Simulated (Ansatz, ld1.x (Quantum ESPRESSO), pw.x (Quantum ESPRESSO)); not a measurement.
Equation-of-state test of one TM potential (Nb)

```
Element                 : niobium
Generator               : ld1.x (Quantum ESPRESSO) 7.5
Type                    : norm-conserving Troullier–Martins (Kleinman–Bylander form)
Functional              : LDA (PW92)
Relativity              : scalar-relativistic
Frozen core             : [Kr]
Valence charge          : 5
Reference configuration : 4d4 5s1 5p0
Partial waves           : 5p (bound, empty): rc 3.50 bohr; 4d (bound): rc 2.70 bohr; 5s (bound): rc 3.25 bohr
Local potential         : the s channel
Core correction         : a·sin(br)/r model core inside 2.65 bohr
```

Atomic tests: cutoffs needed: 25 Ry and 30 Ry (the cutoffs (Ry, on a coarse ladder) from which the occupation-weighted sum of valence levels, in a spherical-Bessel basis at the reference potential, stays within 10 and 1 mRy of its value at 400 Ry); ghost test: no extra level below or beside the all-electron valence levels (p, d, s, f tested) (spherical-Bessel basis up to 400 Ry, 20 bohr box); largest excitation error: -294 meV (all-electron minus pseudo) for 4d2 5s0 5p0, out of 7 test configurations.

Crystal test: fcc Nb in pw.x 7.5, no spin, 14³ k-points, Fermi–Dirac smearing 0.01 Ry, cutoffs 50/200 Ry. The reference is all-electron LAPW (Ansatz 0.2.0) with the same functional, mesh and smearing; V0 and B0 come from Birch–Murnaghan fits to the pressures at five volumes. Errors are pseudo minus all-electron; Δ is the rms difference of the E(V) curves that follow from these fits, minima aligned, over ±6 % about the mean V0. Mesh and smearing are coarse, so the numbers serve the comparison and aren't converged zero-temperature values; the lattice is a test structure that the element need not adopt.

All-electron: a0 = 4.141 Å (V0 = 17.75 Å³/atom), B0 = 181.7 GPa.

**Question.** How far does the potential miss the all-electron equation of state?

**Answer.** mean pressure error (GPa): +7.71; a0 (Å): 4.196; a0 error (%): +1.33; B0 error (%): -1.7; Δ (meV/atom): 28.2. The largest radius (3.50 bohr) exceeds half the bond length (2.76 bohr), so the spheres overlap, which is one possible source of error among others. This is a poor potential for the solid.

```json
{"V (Å³/atom)": "16.812", "P all-electron (GPa)": "10.89", "P pseudo (GPa)": "19.86"}
{"V (Å³/atom)": "17.255", "P all-electron (GPa)": "5.41", "P pseudo (GPa)": "13.70"}
{"V (Å³/atom)": "17.697", "P all-electron (GPa)": "0.54", "P pseudo (GPa)": "8.19"}
{"V (Å³/atom)": "18.139", "P all-electron (GPa)": "-3.80", "P pseudo (GPa)": "3.28"}
{"V (Å³/atom)": "18.582", "P all-electron (GPa)": "-7.66", "P pseudo (GPa)": "-1.11"}
```

**Question.** At the middle volume, how do free energy and pressure move when the wave cutoff is lowered (ecutrho kept at four times it)?

**Answer.**

```json
{"cutoff (Ry)": "22", "shift of F (meV/atom)": "+327.5", "shift of P (GPa)": "-17.48"}
{"cutoff (Ry)": "30", "shift of F (meV/atom)": "+4.7", "shift of P (GPa)": "-0.38"}
{"cutoff (Ry)": "40", "shift of F (meV/atom)": "+1.4", "shift of P (GPa)": "-0.00"}
```

The run at the middle volume (104 k-points, 7 iterations) took about 5.3 s on one core of a shared host (Neoverse-V1, 32 threads, 126 GiB, load 14).
